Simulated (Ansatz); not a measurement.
System: rutile TiO2. Method: HSE06 (Ansatz, an electronic-structure program, plane waves, PAW).

Numerical settings: plane-wave cutoff 520 eV, 6×6×8 k mesh (along the axes of the cell as run), no spin polarisation, scalar-relativistic PAW data made under PBE.

Computed at the level's own relaxed cell.

Hill averages of the elastic tensor: K = 241.3 GPa, G = 126.4 GPa. Volume 10.297 Å³/atom, mean atomic mass 26.622 u.

**Question.** Work out the density, the sound velocities of a polycrystal and the elastic Debye temperature at this level.

**Answer.** ρ = 1.66054 × 26.622/10.297 = 4.293 g/cm³. v_l = √[(K + 4G/3)/ρ] = 9.771 km/s and v_t = √(G/ρ) = 5.426 km/s. The mean follows from 3/v_m³ = 1/v_l³ + 2/v_t³: v_m = 6.043 km/s. Θ_D = (ħ/k_B) v_m (6π²/V)^(1/3) = 76.38 K Å s/km × 6.043 × 1.7916 Å⁻¹ = 827 K, counting all atoms of the cell.
